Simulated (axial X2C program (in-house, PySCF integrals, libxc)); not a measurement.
Worked dissociation energy of LiO⁻: CCSD(T), without spin–orbit coupling

All values were computed with an in-house relativistic program for diatomic molecules. Spin-free means the one-electron spin-free X2C Hamiltonian. Basis: O dyall-av3z [7s6p3d2f], Li dyall-av3z [9s9p3d] (cores contracted in-house); Gaussian nuclei, density fitting, unrestricted open shells. Masses: O 15.995 u, Li 7.016 u.

Molecular state: M_S = 1, Λ = 1 (beyond evenly filled blocks: σα, π+α, π+β, π-α).

Correlated methods: 8 electrons correlated (number of frozen shells: O 1 s; Li 1 s), 188 virtual spin orbitals or spinors in MP2, 84 natural virtuals in coupled cluster.

- E(O-) (2M_S = 1, M_L = 0): -75.089886 hartree
- E(Li) (2M_S = 1, M_L = 0): -7.433422 hartree
- E(LiO⁻) at Re: -82.619110 hartree
- ωe: 683.7 cm⁻¹
- ωexe: 8.02 cm⁻¹

Q: Work out De and D0.

A: De = -75.089886 + (-7.433422) − (-82.619110) = 0.09580 hartree = 2.607 eV. The zero-point energy is ωe/2 − ωexe/4 = 340 cm⁻¹ = 0.042 eV, so D0 = 2.565 eV.

One determinant describes the state; a PBE0 search over occupations chose it and may have missed a lower one. Dissociation energies refer to the lowest single-determinant-based atoms at the same level and basis. CCSD and (T) use frozen natural virtuals with an MP2 correction for the truncation; (T) itself is uncorrected, so its De runs slightly low. PBE0 can misorder states that lie within some tenths of an eV, so this need not be the ground state of the molecule. The nearest other spin-free determinant of the search, M_S = 0, Λ = 1, lies 0.003 eV up at the distance of the search.

Each atomic determinant is the lowest at this level and need not be a pure term. Totals compare only within one Hamiltonian and basis.
